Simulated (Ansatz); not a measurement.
# PF2+ (triplet): the correlation ladder, cc-pVDZ

The task here is to estimate one member of a computed series from the others.

Method: cc-pVDZ, core rule «outside noble gas», up to 7 orbitals frozen; program: Ansatz 0.2.0, Gaussian basis.

To be run: UHF; CCSD(T) on ROHF; CCSD(T) on UHF; BCCD(T) on ROHF; CISD; CCSDT(Q) on ROHF; CCSDT(Q) on UHF; CASSCF and MRCISD+Q, 14 electrons in 10 orbitals; CASSCF and NEVPT2, 14 electrons in 10 orbitals.

20 further runs of the same task are left out: 11 that didn't finish, 9 set aside as unsound or not needed.

### What is computed

The geometry is a PBE0/def2-TZVP stationary point (not a proven minimum) of the parent state, kept for this charge and spin.

3 atoms, charge 1, spin multiplicity 3.

Atoms are counted from 1 here; the program's logs count them from 0.

Bond lengths: F1–P2 1.584 Å, P2–F3 1.584 Å. Angles: F1–P2–F3 98.7°.

The first run:

in.yaml

```yaml
crystal:
  periodic: [false, false, false]
  atoms:
    - {symbol: F, position_ang: [0.000000, -0.463276, 1.202212]}
    - {symbol: P, position_ang: [0.000000, 0.568321, 0.000000]}
    - {symbol: F, position_ang: [0.000000, -0.463276, -1.202212]}
basis:
  gaussian: {orbitals: cc-pVDZ}
total_charge: 1
magnetization: {spin_polarized: true, initial_magnetization: 2}
hamiltonian: {xc: hf}
output: {orbitals: {seedname: orbitals}}
```

The run is started by

```console
ansatz run in.yaml --threads 1 --pin off --events-out ev --progress --plain --max-ram 2393MiB
```

Among the steps run: UHF; CCSD(T) on ROHF; CCSD(T) on UHF; BCCD(T) on ROHF; CISD; CCSDT(Q) on ROHF; CCSDT(Q) on UHF; CASSCF and MRCISD+Q, 14 electrons in 10 orbitals; CASSCF and NEVPT2, 14 electrons in 10 orbitals.

One of the session's tables, all rows but one given; the rest of the session is left out.

| method | from UCCSDT(Q) (meV) |
| --- | --- |
| ROHF | +13083.2 |
| UHF | +12974.9 |
| RMP2 | ? |
| UMP2 | +649.7 |
| CISD | +1490.8 |
| RCCSD | +382.9 |
| UCCSD | +378.3 |
| RCCSD(T) | +70.5 |
| UCCSD(T) | +70.2 |
| BCCD(T) | +62.5 |
| RCCSDT | +38.9 |
| UCCSDT | +38.5 |
| RCCSDT(Q) | +10.3 |
| UCCSDT(Q) | 0 |
| CASSCF valence | +11194.6 |
| NEVPT2 valence | +1172.0 |
| MRCISD valence | +1028.3 |
| MRCISD+Q valence | +205.5 |

Q: Estimate the row for RMP2 from the others.

The run gave: from UCCSDT(Q) (meV): +648.8. In the column «from UCCSDT(Q) (meV)» it lies between RCCSD (+382.9) and UMP2 (+649.7).

To keep in mind: Restricted and unrestricted rows rest on different reference determinants; where their highest levels disagree by more than a few hundredths of an eV, they describe different states and don't form one ladder.
